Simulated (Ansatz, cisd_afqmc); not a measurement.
System: C$_{2}$H$_{5}$Cl, charge 0, singlet. C2H5Cl (SMILES CCCl).
B3LYP-D3(BJ)/def2-TZVP minimum from Ansatz (a program for electronic structure):
```
C
H 1 1.0874
H 1 1.0874 2 109.04
C 1 1.5122 2 112.08 3 -124.70
H 4 1.0899 1 111.03 2 -58.14
H 4 1.0899 5 108.44 1 122.25
H 4 1.0932 5 108.41 6 117.50
Cl 1 1.8106 2 105.94 3 113.62
```

Wanted: atomisation energy (electronic, to ground-state atoms), in kcal/mol. Radicals and triplets start from unrestricted determinants; spin-orbit coupling is neglected. Correlated methods leave the cores frozen. Rows without X2C or -DK are non-relativistic. AFQMC is phaseless with a CISD trial state; ± is one standard error, without the phaseless bias. Outlying blocks are dropped, and bars are widened where a walk drifts. Over all cases where full CI ran beside it in this data, AFQMC minus full CI had a median of +0.1 mEh and passed +0.4 mEh in a tenth of the cases. CBS(X,Y): correlation extrapolated as X^-3, Hartree-Fock from the larger set. A bracket is a step between two methods taken in the basis named. The functionals are non-relativistic, so their misses hold any scalar relativity. '+ core + X2C': CCSD(T) terms for core correlation (cc-pwCVTZ, 1s frozen past Ne) and scalar relativity (cc-pVTZ-DK). Where a partner has so few electrons that a lower coupled-cluster level is exact, that level stands in.

```
level                                                                                    program  atomisation energy (kcal/mol)  difference against the last row
------------------------------------------------------------------------------------  ----------  -----------------------------  -------------------------------
PBE/def2-TZVPD                                                                            Ansatz                          700.2                              6.7
wB97M-V/def2-TZVPD                                                                        Ansatz                          692.6                             -0.9
CCSD/cc-pV(D+d)Z                                                                          Ansatz                          638.5                            -55.0
CCSD(T)/CBS(cc-pV(T+d)Z,cc-pV(Q+d)Z) + core + X2C                                         Ansatz                          693.2                             -0.3
CCSDT(Q)/cc-pV(D+d)Z                                                                      Ansatz                          644.6                            -48.9
AFQMC/CISD/cc-pV(D+d)Z                                                                cisd_afqmc                    644.8 ± 0.3                            -48.7
CCSD(T)/CBS(cc-pV(T+d)Z,cc-pV(Q+d)Z) + [CCSDT(Q) - CCSD(T)]/cc-pV(D+d)Z + core + X2C      Ansatz                          693.5                              0.0
```
